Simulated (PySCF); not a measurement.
NaF at B97-3

Level: B97-3. basis Na x2c-TZVPPall, F x2c-TZVPPall; spin-free X2C with a Gaussian nucleus; PySCF 2.14.

* state: ¹Σ⁺ (singlet), closed shell
* bond length: 1.931 Å
* harmonic wavenumber: 535 cm⁻¹
* force constant: 1.75 mdyn/Å
* rotational constant Be: 0.4347 cm⁻¹
* anharmonicity ωexe: 3.51 cm⁻¹
* vibration–rotation constant αe: 0.00455 cm⁻¹
* well depth De to Na + F: 461 kJ/mol
* dissociation energy D0: 457 kJ/mol
* HOMO–LUMO gap: 5.56 eV
* bond order (Mayer): 0.47
* dipole moment (positive dipole means Na(−)F(+)): -8.00 D
